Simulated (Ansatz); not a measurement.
# bcc V

Calculation: PBE (Ansatz, a quantum-chemistry and plane-wave program, PAW).

Numerical settings: plane-wave cutoff 520 eV, 30×30×30 k mesh, Fermi–Dirac smearing 0.038 eV (set by the program), no spin polarisation, scalar-relativistic PAW data made under PBE.

Cell: measured lattice: a = b = c = 3.027 Å, α = β = γ = 90.00°.

For bcc V, the elastic constant C11 is 242 GPa, the elastic constant C12 comes out as 122 GPa and the elastic constant C44 is 26.5 GPa. The voigt–Reuss–Hill bulk modulus comes out as 162 GPa and the voigt–Reuss–Hill shear modulus (Hill average) comes out as 37.0 GPa.

Measured, for comparison: elastic constant C11 232 GPa, elastic constant C12 119 GPa, elastic constant C44 46 GPa (0 K, extrapolated to 0 K; zero-point effects included; as tabulated in Wang et al. (2022), arXiv:2209.12322). Computed (rounded) less measured: elastic constant C11 +4 %, elastic constant C12 +3 %, elastic constant C44 -42 %.

Note: the shear constants of this metal are likely not converged at this k mesh and smearing; the cell isn't this level's own, so it is under some stress, which shifts stiffness and frequencies.

Elastic constants are with the ions relaxed.

Static lattice: no zero-point or thermal effects.
